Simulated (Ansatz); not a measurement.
Reaction (substitution at a C–F bond): `FCCOCF` + HCl → `FCOCCCl` + H–F

Computed with Ansatz on PBE0-D4/def2-TZVP structures; ΔE is electronic, products minus reactants. CBS: MP2 limit from def2 TZ/QZ plus the TZ coupled-cluster correction, frozen cores. This one scheme is used for every species. One conformer a species, not always the lowest.

| species | CCSD(T)/CBS(def2) energy (Eh) |
| --- | --- |
| `FCCOCF` | -392.50127 |
| HCl | -460.38127 |
| `FCOCCCl` | -752.49675 |
| H–F | -100.39570 |

(1) Work out ΔE.

Largest T1 diagnostic among the species: 0.011.

## Answers

(1) ΔE = (-752.49675) + (-100.39570) − (-392.50127) − (-460.38127) = -0.00991 Eh = -0.27 eV.

In def2-TZVPP, CCSD(T) changes the Hartree–Fock value by −0.18 eV (the triples alone add −0.03 eV) and MP2 by −0.29 eV. The D4 term adds −0.07 eV with B3LYP and −0.04 eV with PBE0; it sums over pairs of atoms, weighted by their polarisabilities, and B3LYP, whose exchange is more repulsive, gets the larger term.

B3LYP here is the variant with VWN-RPA as its local correlation; programs differ in this.
